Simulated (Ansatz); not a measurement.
**C2H6B with multiplicity 2: two geometries relaxed**

Aim: relax the geometries before and after the inversion of the pyramid at C1, and see whether they are two minima and how far apart in energy. SMILES of the start: [CH2]BC.

Method: UKS B3LYP/STO-3G, in Ansatz 0.2.0.

## Step 1: The system as given

Bond lengths: C1–B2 1.555 Å, B2–C3 1.571 Å, C1–H4 1.056 Å, C1–H5 1.167 Å, B2–H6 1.198 Å, C3–H7 1.066 Å, C3–H8 1.165 Å, C3–H9 1.171 Å. Angles: C1–B2–C3 116.3°, C1–B2–H6 116.3°, C3–B2–H6 117.4°, B2–C1–H4 111.6°, B2–C1–H5 109.0°, H4–C1–H5 106.5°, B2–C3–H7 113.1°, B2–C3–H8 108.6°, B2–C3–H9 108.7°, H7–C3–H8 110.1°, H7–C3–H9 109.9°, H8–C3–H9 106.2°.

As a file:

```xyz
9

C    -0.5310    0.6598   -1.2440
B    -0.0193    0.5602    0.2206
C     0.4626   -0.8572    0.6957
H    -1.2579   -0.0768   -1.4528
H    -1.0532    1.6924   -1.3954
H     0.5707    1.5137    0.6428
H    -0.2414   -1.6292    0.4864
H     1.4811   -1.0943    0.1831
H     0.6769   -0.8151    1.8466
```

## Step 2: Relaxing end A

input.yaml reads:

```yaml
crystal:
  periodic: [false, false, false]
  atoms:
    - { symbol: C, position_ang: [-0.531, 0.6598, -1.244] }
    - { symbol: B, position_ang: [-0.0193, 0.5602, 0.2206] }
    - { symbol: C, position_ang: [0.4626, -0.8572, 0.6957] }
    - { symbol: H, position_ang: [-1.2579, -0.0768, -1.4528] }
    - { symbol: H, position_ang: [-1.0532, 1.6924, -1.3954] }
    - { symbol: H, position_ang: [0.5707, 1.5137, 0.6428] }
    - { symbol: H, position_ang: [-0.2414, -1.6292, 0.4864] }
    - { symbol: H, position_ang: [1.4811, -1.0943, 0.1831] }
    - { symbol: H, position_ang: [0.6769, -0.8151, 1.8466] }
magnetization:
  spin_polarized: true
  initial_magnetization: 1
basis:
  gaussian: { orbitals: STO-3G }
hamiltonian:
  xc: b3lyp
relax:
  f_tol: 0.015
  max_steps: 40
output:
  orbitals: {}
```

The run is started by

```console
$ ansatz run input.yaml --threads 1 --pin off --max-ram 2048MiB --backend cpu --events-out ev --progress --plain --runs-dir out
```

Standard output, shortened:

```text
Warning: RAYON_NUM_THREADS=1 ignored (pool sized by the plan → 1); use --threads N
[...]
Functional definition: B3LYP
[...]
309 factors; integrals over basis functions are off by at most 2.2e-5 eV
[...]
mean field -2811.20263542 eV, -103.3097913500 hartree, gradient 3.4e-5 eV, S^2 0.752804; 0 other end points of the search recorded, 0 dependent functions left out
[...]
reference -2811.20280150 eV, -103.3097974536 hartree; 12, 11 occupied and 9, 10 virtual orbitals, 309 factors
relax step   1: F+E_penalty+E_count = -2811.20263542 eV  Δ(F+E_penalty+E_count) = +0.000e0 eV  max|allowed force component| = 4.072e0 eV/Å  Δτ_max = 0.0000 Å  (22 SCF iters, accepted)
[...]
relax step   5: F+E_penalty+E_count = -2812.54000259 eV  Δ(F+E_penalty+E_count) = +1.758e-3 eV  max|allowed force component| = 2.353e-1 eV/Å  Δτ_max = 0.0986 Å  (24 SCF iters, rejected (line search))
[...]
relax step   9: F+E_penalty+E_count = -2812.54729652 eV  Δ(F+E_penalty+E_count) = -1.229e-3 eV  max|allowed force component| = 4.275e-2 eV/Å  Δτ_max = 0.0367 Å  (24 SCF iters, accepted)
[...]
relax step  13: F+E_penalty+E_count = -2812.54995118 eV  Δ(F+E_penalty+E_count) = -6.895e-4 eV  max|allowed force component| = 5.652e-3 eV/Å  Δτ_max = 0.0352 Å  (24 SCF iters, accepted)
[...]
relax step  16: F+E_penalty+E_count = -2812.55051370 eV  Δ(F+E_penalty+E_count) = -1.216e-4 eV  max|allowed force component| = 2.368e-2 eV/Å  Δτ_max = 0.0097 Å  (20 SCF iters, accepted)
[...]
relax step  17: F+E_penalty+E_count = -2812.55055243 eV  Δ(F+E_penalty+E_count) = -3.872e-5 eV  max|allowed force component| = 1.323e-2 eV/Å  Δτ_max = 0.0154 Å  (24 SCF iters, accepted)
309 factors; integrals over basis functions are off by at most 2.4e-5 eV
[...]
mean field -2812.55055243 eV, -103.3593263864 hartree, gradient 2.7e-5 eV, S^2 0.752404; 1 other end points of the search recorded, 0 dependent functions left out
[...]
reference -2812.55072109 eV, -103.3593325845 hartree; 12, 11 occupied and 9, 10 virtual orbitals, 309 factors
Total energy: -2812.55072109 eV, -103.3593325845 hartree
Atom 0 at    -0.835729     0.747504    -1.019081 Å, force     0.003412    -0.001021     0.003160 eV/Å
Atom 1 at     0.196915     0.556028     0.091561 Å, force    -0.008122    -0.013232    -0.001803 eV/Å
Atom 2 at     0.532389    -0.860603     0.699542 Å, force     0.007860     0.001492     0.005693 eV/Å
Atom 3 at    -1.407412    -0.084487    -1.461887 Å, force     0.000946     0.001810     0.000858 eV/Å
Atom 4 at    -1.083152     1.728035    -1.456581 Å, force     0.000596     0.000006     0.000571 eV/Å
Atom 5 at     0.761358     1.499752     0.505913 Å, force     0.002914     0.004906     0.000197 eV/Å
Atom 6 at    -0.046568    -1.689038     0.268572 Å, force     0.003020     0.003809     0.001667 eV/Å
Atom 7 at     1.604368    -1.086430     0.564450 Å, force    -0.011055     0.001815     0.001063 eV/Å
Atom 8 at     0.366330    -0.857259     1.790511 Å, force     0.000429     0.000414    -0.011404 eV/Å
Dipole moment:    -0.117921    -0.031588    -0.118447 e Å
```

It took 21 s on 1 thread of Arm Neoverse V2, shared host; peak memory 0.11 GiB.

Relaxation path:

```
step  energy from step 1 (eV)  largest force component (eV/Å)
   1                   0.0000                          4.0719
   2                  -1.1254                          1.6794
   3                  -1.1959                          2.1851
   4                  -1.3391                          0.1442
  5x                  -1.3374                          0.2353
   6                  -1.3426                          0.0265
   7                  -1.3434                          0.0451
  8x                  -1.3434                          0.1928
   9                  -1.3447                          0.0427
  10                  -1.3451                          0.1398
 11x                  -1.3449                          0.1828
  12                  -1.3466                          0.0594
  13                  -1.3473                          0.0057
  14                  -1.3477                          0.0629
  15                  -1.3478                          0.0299
  16                  -1.3479                          0.0237
  17                  -1.3479                          0.0132
```

Step 1 is the start. 3 steps were tried and not accepted (marked x).

After: Bond lengths: C1–B2 1.529 Å, B2–C3 1.578 Å, C1–H4 1.102 Å, C1–H5 1.102 Å, B2–H6 1.175 Å, C3–H7 1.099 Å, C3–H8 1.104 Å, C3–H9 1.104 Å. Angles: C1–B2–C3 122.4°, C1–B2–H6 118.7°, C3–B2–H6 118.9°, B2–C1–H4 123.2°, B2–C1–H5 123.5°, H4–C1–H5 113.3°, B2–C3–H7 114.4°, B2–C3–H8 110.1°, B2–C3–H9 110.3°, H7–C3–H8 108.0°, H7–C3–H9 108.1°, H8–C3–H9 105.5°.

## Step 3: End point B

The second end starts from a geometry with the move made by hand.

Changes to input.yaml since step 2:

```diff
@@ -6,4 +6,4 @@
     - { symbol: C, position_ang: [0.4626, -0.8572, 0.6957] }
-    - { symbol: H, position_ang: [-1.2579, -0.0768, -1.4528] }
-    - { symbol: H, position_ang: [-1.0532, 1.6924, -1.3954] }
+    - { symbol: H, position_ang: [-0.47504, -0.27074, -1.7395] }
+    - { symbol: H, position_ang: [0.15561, 1.39293, -1.8381] }
     - { symbol: H, position_ang: [0.5707, 1.5137, 0.6428] }
@@ -22,3 +22 @@
   max_steps: 40
-output:
-  orbitals: {}
```

The run is started by

```console
$ ansatz run input.yaml --threads 1 --pin off --max-ram 2048MiB --backend cpu --events-out ev --progress --plain --runs-dir out
```

Standard output, shortened:

```text
Warning: RAYON_NUM_THREADS=1 ignored (pool sized by the plan → 1); use --threads N
[...]
Functional definition: B3LYP
[...]
309 factors; integrals over basis functions are off by at most 2.6e-5 eV
[...]
mean field -2811.33168219 eV, -103.3145337316 hartree, gradient 7.2e-5 eV, S^2 0.754377; 0 other end points of the search recorded, 0 dependent functions left out
[...]
reference -2811.33184773 eV, -103.3145398148 hartree; 12, 11 occupied and 9, 10 virtual orbitals, 309 factors
relax step   1: F+E_penalty+E_count = -2811.33168219 eV  Δ(F+E_penalty+E_count) = +0.000e0 eV  max|allowed force component| = 2.682e0 eV/Å  Δτ_max = 0.0000 Å  (22 SCF iters, accepted)
[...]
relax step   5: F+E_penalty+E_count = -2812.53945790 eV  Δ(F+E_penalty+E_count) = -1.310e-1 eV  max|allowed force component| = 1.504e-1 eV/Å  Δτ_max = 0.2000 Å  (23 SCF iters, accepted)
[...]
reference -2812.55073179 eV, -103.3593329778 hartree; 12, 11 occupied and 9, 10 virtual orbitals, 309 factors
Total energy: -2812.55073179 eV, -103.3593329778 hartree
Atom 0 at    -0.331514     0.657871    -1.301023 Å, force    -0.001256    -0.001691    -0.001145 eV/Å
Atom 1 at     0.412513     0.500270     0.024686 Å, force    -0.001487    -0.000518    -0.001983 eV/Å
Atom 2 at     0.547484    -0.889101     0.758992 Å, force     0.009398    -0.011187     0.010028 eV/Å
Atom 3 at    -0.819317    -0.181639    -1.822979 Å, force     0.000998     0.003630     0.000243 eV/Å
Atom 4 at    -0.434006     1.619083    -1.829852 Å, force    -0.000567    -0.001252     0.000222 eV/Å
Atom 5 at     0.902924     1.450392     0.512424 Å, force     0.001364     0.002021     0.000959 eV/Å
Atom 6 at     0.051461    -1.724600     0.245959 Å, force     0.002284     0.004743     0.003016 eV/Å
Atom 7 at     1.612913    -1.149493     0.883952 Å, force    -0.013300     0.003882    -0.001517 eV/Å
Atom 8 at     0.137713    -0.822693     1.781442 Å, force     0.002567     0.000372    -0.009823 eV/Å
Dipole moment:    -0.088952    -0.035062    -0.140681 e Å
```

Run time: 20 s. Hardware: 1 thread of Arm Neoverse V2, shared host; peak memory 0.17 GiB.

The steps of the relaxation:

```
step  energy from step 1 (eV)  largest force component (eV/Å)
   1                   0.0000                          2.6819
   2                  -0.8572                          1.7256
   3                  -0.9155                          3.4369
   4                  -1.0768                          1.6253
   5                  -1.2078                          0.1504
   6                  -1.2119                          0.1265
   7                  -1.2164                          0.0497
   8                  -1.2177                          0.0458
  9x                  -1.2161                          0.3065
  10                  -1.2177                          0.1471
  11                  -1.2179                          0.0765
 12x                  -1.2175                          0.2161
  13                  -1.2187                          0.0030
  14                  -1.2188                          0.0312
  15                  -1.2188                          0.0285
  16                  -1.2189                          0.0133
```

Step 1 is the start. 2 steps were tried and not accepted (marked x).

After: Bond lengths: C1–B2 1.528 Å, B2–C3 1.577 Å, C1–H4 1.102 Å, C1–H5 1.102 Å, B2–H6 1.175 Å, C3–H7 1.099 Å, C3–H8 1.104 Å, C3–H9 1.104 Å. Angles: C1–B2–C3 122.4°, C1–B2–H6 118.7°, C3–B2–H6 118.9°, B2–C1–H4 123.2°, B2–C1–H5 123.5°, H4–C1–H5 113.3°, B2–C3–H7 114.4°, B2–C3–H8 110.1°, B2–C3–H9 110.3°, H7–C3–H8 108.0°, H7–C3–H9 108.1°, H8–C3–H9 105.5°.

## Step 4: Summary of results

```
                           quantity                     value
                              end A  13 moves, 1.348 eV lower
                              end B  13 moves, 1.219 eV lower
largest difference between the ends                    0.00 Å
            end B relative to end A                 -0.000 eV
```

In words: Both starts fell into the same minimum (no atom differs by more than 0.00 Å), so from this start no second minimum was found and no band was run; another arrangement could still be one. The basis is very small, so the numbers are rough.
